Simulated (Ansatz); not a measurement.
Trigonal Te was calculated with PBEsol (Ansatz, a quantum-chemistry and plane-wave program, PAW).

Run with plane-wave cutoff 520 eV, 12×12×6 k mesh (along the axes of the cell as run), Fermi–Dirac smearing 0.01 eV, scalar-relativistic PAW data made under PBE.

A third-order Birch–Murnaghan fit to the energies gives V0 = 32.033 Å³/atom, B0 = 32.6 GPa, B′ = 8.0.

```json
[
 {"V (Å³/atom)": "30.753", "P (GPa)": "(withheld)"},
 {"V (Å³/atom)": "31.393", "P (GPa)": "(withheld)"},
 {"V (Å³/atom)": "32.034", "P (GPa)": "0.000"},
 {"V (Å³/atom)": "32.675", "P (GPa)": "-0.589"},
 {"V (Å³/atom)": "33.315", "P (GPa)": "(withheld)"}
]
```

Estimate the withheld pressures from this fit; the answers are the runs' own values.


- 30.753, P (GPa): 1.566
- 31.393, P (GPa): 0.715
- 33.315, P (GPa): -1.090

The formula P = (3/2) B0 (x^(7/3) − x^(5/3)) [1 + (3/4)(B′ − 4)(x^(2/3) − 1)] with x = V0/V meets the computed pressures within 0.01 GPa when these rounded values are put in.

Shape and atoms are relaxed at each volume.

Measured, for comparison: bulk modulus 19 GPa (temperature not stated, no zero-point or thermal correction; as tabulated in Yi et al. (2018), arXiv:1712.00894). Computed (rounded) less measured: bulk modulus +72 % (against room or unstated temperature, where such soft solids are markedly softer).

Note: the cell comes from a level without a dispersion term, which matters for the spacing of layers, chains or molecules; the gap of the solid is closed in this run; this level leaves the solid without a gap, although one is measured; the bulk modulus comes from volumes at which shape and atoms were relaxed.

Spin–orbit coupling is not included; it can open a gap where bands touch, and shift volumes and moduli.

Static lattice: no zero-point or thermal effects.
